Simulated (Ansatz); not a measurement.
System: tetradymite Bi2Se3. Method: LDA (plane waves, PAW; Ansatz, an electronic-structure program).

Run with plane-wave cutoff 520 eV, 10×10×10 k mesh, Fermi–Dirac smearing 0.01 eV, scalar-relativistic PAW data made under PBE.

Starting structure:

```yaml
crystal:
  lattice:
    - [2.07000, 1.19512, 9.54667]
    - [-2.07000, 1.19512, 9.54667]
    - [0.00000, -2.39023, 9.54667]
  atoms:
    - { symbol: Bi, position: [0.59900, 0.59900, 0.59900] }
    - { symbol: Bi, position: [0.40100, 0.40100, 0.40100] }
    - { symbol: Se, position: [0.00000, 0.00000, 0.00000] }
    - { symbol: Se, position: [0.78800, 0.78800, 0.78800] }
    - { symbol: Se, position: [0.21200, 0.21200, 0.21200] }
```

Question: Into what structure does the relaxation of cell and atoms lead at this level, with the symmetry of the start kept?

Answer: The volume drops by 4.2 %; final space group R-3m.
```yaml
crystal:
  lattice:
    - [2.05207, 1.18476, 9.30748]
    - [-2.05207, 1.18476, 9.30748]
    - [0.00000, -2.36952, 9.30748]
  atoms:
    - { symbol: Bi, position: [0.59872, 0.59872, 0.59872] }
    - { symbol: Bi, position: [0.40128, 0.40128, 0.40128] }
    - { symbol: Se, position: [0.00000, 0.00000, 0.00000] }
    - { symbol: Se, position: [0.79060, 0.79060, 0.79060] }
    - { symbol: Se, position: [0.20940, 0.20940, 0.20940] }
```

Note: the solid has no gap at this level, which affects its response.
